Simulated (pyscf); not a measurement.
Optimised with ωB97X-D3(BJ)/def2-SVP in PySCF.

SMILES: FC(F)(F)C(F)(C)F
```xyz
11

C      0.6091    -0.3944    -1.8973
C      0.1885     0.8632    -1.1820
F      0.1325     0.6547     0.1566
F      1.0789     1.8609    -1.4063
C     -1.1942     1.3933    -1.6102
F     -1.1896     1.6806    -2.9158
F     -2.1288     0.4630    -1.3898
F     -1.5168     2.4900    -0.9332
H     -0.1095    -1.1984    -1.6899
H      0.6571    -0.2104    -2.9788
H      1.6027    -0.6833    -1.5277
```
Charge 0, spin multiplicity 1.

Question: What are the homolytic bond dissociation enthalpies (298 K) of H₃C–C(F)(F)–C(F)(F)–F (SMILES CC(F)(F)C(F)(F)F) at ωB97M-D3(BJ)/def2-TZVP, weakest first?

Answer: C–C to H₃C–C•(F)–F + F–C•(F)–F: 95.4 kcal/mol; C–C to CH₃• + F–C•(F)–C(F)(F)–F: 99.2 kcal/mol; C–H to •H₂C–C(F)(F)–C(F)(F)–F + H•: 105.1 kcal/mol; C–F to H₃C–C•(F)–C(F)(F)–F + F•: 117.6 kcal/mol; C–F to H₃C–C(F)(F)–C•(F)–F + F•: 125.1 kcal/mol. Ring and multiple bonds, and those that leave no two simple radicals, are not listed. •H₂C–C(F)(F)–C(F)(F)–F lies 5.3 kcal/mol over its isomer F–C•(F)–CH₂–C(F)(F)–F, and others may lie lower still (electronic energy, ωB97M-D3(BJ)). H₃C–C(F)(F)–C•(F)–F lies 7.3 kcal/mol over its isomer H₃C–C•(F)–C(F)(F)–F, and others may lie lower still (electronic energy, ωB97M-D3(BJ)). Other isomers of F–C•(F)–C(F)(F)–F, H₃C–C•(F)–C(F)(F)–F, H₃C–C•(F)–F were not searched in full and may lie lower. Left out: the spin-orbit lowering of F.
